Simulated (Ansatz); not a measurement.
Mulliken charges of OS, SMILES `O=S` (triplet) from ωB97M-V/def2-TZVPP in Ansatz (PBE0-D4/def2-TZVP geometry).

```json
{"atom": "O1", "x (Å)": "0.000", "y (Å)": "0.000", "z (Å)": "0.001", "charge (e)": "-0.291"}
{"atom": "S2", "x (Å)": "0.000", "y (Å)": "0.000", "z (Å)": "1.480", "charge (e)": "0.291"}
```

**Question.** By hand: the dipole of these point charges (1 e Å = 4.8032 D).

**Answer.** Σ q r = (0.000, 0.000, 0.430) e Å, of length 0.430 e Å = 2.07 D.

**Question.** How does the dipole of the full density compare? (Best estimate.)

**Answer.** Ansatz gave: (0.000, 0.000, 0.341) e Å, 1.64 D; the point charges give 1.26 times that, at 0° from its direction.

Point charges leave out the atoms' own dipoles, such as those of lone pairs, and Mulliken's split depends on the basis, so the two needn't agree.
